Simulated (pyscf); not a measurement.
Optimised with ωB97X-D3(BJ)/def2-SVP in PySCF.

Question: For the elementary gas-phase step `[CH3][B]([CH3])[CH3]` + `[H][H]` → `[CH4]` + `[CH3][BH][CH3]` (singlet surface; B–C, H–H broken, C–H, B–H formed), what barrier and reaction energy does PBE0-D3(BJ)/def2-TZVP give, measured from the separated reactants?

Answer: ΔE‡ = 84.0 kJ/mol, ΔE = -18.1 kJ/mol. ωB97M-D3(BJ)/def2-TZVP gives 103.4 kJ/mol and -19.5 kJ/mol. Zero-point energy shifts the barrier by +25.2 kJ/mol. It is a four-centre exchange, with an imaginary mode of 1121i cm⁻¹. At the saddle there is also a short B–H contact that neither side keeps. One saddle was located; it need not be the lowest between these sides.
